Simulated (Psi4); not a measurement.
**B2PLYP/def2-TZVP (density fitting for correlation) run of [HSO2]− (SMILES O=[SH][O-])**

Aim: the vertical ionisation energy of [HSO2]− at B2PLYP/def2-TZVP (density fitting for correlation), from 2 runs. 

The calculation is run with Psi4 1.11.

1 further run of the same task is left out (set aside as unsound or not needed).

## Step 1: The system as given

[HSO2]− has 4 atoms, charge -1, and is taken as a singlet. SMILES: `O=[SH][O-]`. Geometry: relaxed at GFN2-xTB.

Bond lengths: O1–S2 1.485 Å, S2–O3 1.486 Å, S2–H4 1.617 Å. Angles: O1–S2–O3 112.7°, O1–S2–H4 101.0°, O3–S2–H4 101.0°.

## Step 2: A single-point energy at B2PLYP/def2-TZVP (density fitting for correlation)

File job.dat:

```
memory 1600 MB

molecule m {
  -1 1
  O     -1.198220     0.078790     0.730410
  S     -0.199070    -0.294820    -0.302710
  O      1.007500    -0.941190     0.274450
  H      0.389790     1.157220    -0.702150
  symmetry c1
  no_reorient
  no_com
}

set {
  puream               true
  e_convergence        1e-09
  d_convergence        1e-08
  scf_type             pk
  dft_radial_points    99
  dft_spherical_points 590
  num_frozen_docc      7
}

energy('b2plyp/def2-TZVP')
print_variables()
```

Started as:

```sh
psi4 -n 1 job.dat job.out
```

job.out:

```text
[...]
  Running in c1 symmetry.
[...]
  Nuclear repulsion =  113.677888578543232
[...]
  Multiplicity = 1
[...]
  Nalpha       = 17
  Nbeta        = 17
[...]
    Number of basis functions: 105
[...]
   @RKS iter   1:  -548.58983537798952   -5.03592e-02   8.33670e-03 ADIIS/DIIS
[...]
   @RKS iter  12:  -548.88049831877527   -2.06910e-11   9.56436e-09 DIIS
[...]
    Orbital Energies [Eh]
    ---------------------
    Doubly Occupied:
       1A    -90.061332     2A    -19.468371     3A    -19.468295
       4A     -8.242997     5A     -6.090588     6A     -6.089584
       7A     -6.085430     8A     -0.975889     9A     -0.877073
      10A     -0.480817    11A     -0.313968    12A     -0.282786
      13A     -0.279705    14A     -0.157000    15A     -0.147518
      16A     -0.133767    17A     -0.051705
[...]
  @RKS Final Energy:  -548.88049831877527
   => Energetics <=
    Nuclear Repulsion Energy =            113.6778885785432323
    One-Electron Energy =                -991.8160765499407034
    Two-Electron Energy =                 350.0562782301932998
    DFT Exchange-Correlation Energy =     -20.7985885775711417
    Empirical Dispersion Energy =           0.0000000000000000
    VV10 Nonlocal Energy =                  0.0000000000000000
    Total Energy =                       -548.8804983187752669
[...]
 Multipole Moments:
 ------------------------------------------------------------------------------------
     Multipole            Electronic (a.u.)      Nuclear  (a.u.)        Total (a.u.)
 ------------------------------------------------------------------------------------
 L = 1.  Multiply by 2.5417464519 to convert [e a0] to [Debye]
 Dipole X            :          8.2309277           -8.1656767            0.0652511
 Dipole Y            :         20.2758205          -19.7648345            0.5109860
 Dipole Z            :         -5.5322477            4.7117864           -0.8204613
 Magnitude           :                                                    0.9687730
[...]
```

Wall time 8.4 s (1 thread of Intel Xeon 6975P-C (Granite Rapids), shared host); peak memory 0.64 GiB.

## Step 3: Doublet neutral HSO2, same level

File ho2s.xyz:

```xyz
4
HO2S
O     -1.198220     0.078790     0.730410
S     -0.199070    -0.294820    -0.302710
O      1.007500    -0.941190     0.274450
H      0.389790     1.157220    -0.702150
```

File run_ase.py:

```python
import numpy as np
from ase.calculators.psi4 import Psi4
from ase.io import read

a = read('ho2s.xyz')
calc = Psi4(atoms=a, method='b2plyp', basis='def2-TZVP', memory='1600MB', num_threads=1, charge=0, multiplicity=2, label='calc', reference='uks')
calc.psi4.set_options({'puream': True, 'e_convergence': 1e-09, 'd_convergence': 1e-08, 'scf_type': 'pk', 'dft_radial_points': 99, 'dft_spherical_points': 590, 'num_frozen_docc': 7, 'maxiter': 200})
a.calc = calc

print(f'energy: {a.get_potential_energy():.6f} eV')
```

Started as:

```sh
python run_ase.py
```

calc.dat:

```text
[...]
  Running in c1 symmetry.
[...]
  Nuclear repulsion =  113.677888578543232
[...]
  Multiplicity = 2
[...]
  Nalpha       = 17
  Nbeta        = 16
[...]
    Number of basis functions: 105
[...]
   @UKS iter   1:  -548.54036666873867   -8.90497e-04   7.51648e-03 ADIIS/DIIS
[...]
   @UKS iter  20:  -548.78696752528538    1.13687e-13   7.56007e-09 DIIS
[...]
   @S^2 Observed:                7.847065698E-01
[...]
    Orbital Energies [Eh]
    ---------------------
    Alpha Occupied:
       1A    -90.363778     2A    -19.775163     3A    -19.775031
       4A     -8.544580     5A     -6.392543     6A     -6.389632
       7A     -6.389178     8A     -1.269990     9A     -1.173986
      10A     -0.780289    11A     -0.609634    12A     -0.571032
      13A     -0.567863    14A     -0.457332    15A     -0.436060
      16A     -0.417360    17A     -0.373537
    Alpha Virtual:
      18A     -0.012892    19A      0.071914    20A      0.088344
      21A      0.258290    22A      0.262911    23A      0.322612
      24A      0.332219    25A      0.391058    26A      0.435411
[...]
  @UKS Final Energy:  -548.78696752528538
   => Energetics <=
    Nuclear Repulsion Energy =            113.6778885785432323
    One-Electron Energy =                -982.2635335267011669
    Two-Electron Energy =                 340.4273860120944164
    DFT Exchange-Correlation Energy =     -20.6287085892219153
    Empirical Dispersion Energy =           0.0000000000000000
    VV10 Nonlocal Energy =                  0.0000000000000000
    Total Energy =                       -548.7869675252853767
[...]
 Multipole Moments:
 ------------------------------------------------------------------------------------
     Multipole            Electronic (a.u.)      Nuclear  (a.u.)        Total (a.u.)
 ------------------------------------------------------------------------------------
 L = 1.  Multiply by 2.5417464519 to convert [e a0] to [Debye]
 Dipole X            :         -0.4811199            0.4944328            0.0133129
 Dipole Y            :         -0.8867801            1.4033750            0.5165950
 Dipole Z            :         -0.3437675           -0.7466108           -1.0903783
 Magnitude           :                                                    1.2066369
[...]
```

On the terminal:

```text
energy: -14939.307263 eV
```

Wall time 18 s (1 thread of Intel Xeon 6975P-C (Granite Rapids), shared host); peak memory 0.66 GiB.

## Step 4: Summary of results

Level: B2PLYP/def2-TZVP (density fitting for correlation), 7 core orbitals frozen.

```
                                                                      quantity          value
                                                 singlet [HSO2]−: total energy  -549.10360 Eh
                            singlet [HSO2]−: HOMO energy (SCF part's orbitals)       -1.41 eV
                            singlet [HSO2]−: LUMO energy (SCF part's orbitals)        6.70 eV
        singlet [HSO2]−: HOMO–LUMO gap (to an unbound level, set by the basis)        8.11 eV
                                            doublet neutral HSO2: total energy  -549.00942 Eh
doublet neutral HSO2: HOMO energy (SCF part's orbitals) (highest over α and β)      -10.16 eV
 doublet neutral HSO2: LUMO energy (SCF part's orbitals) (lowest over α and β)       -3.68 eV
                                                    doublet neutral HSO2: ⟨S²⟩          0.785
                           vertical detachment energy (to the doublet neutral)       2.563 eV
```

Removing an electron at fixed nuclei costs 2.56 eV (247 kJ/mol). −ε(HOMO) before ionisation, 1.41 eV, is 1.16 eV below this ionisation energy.
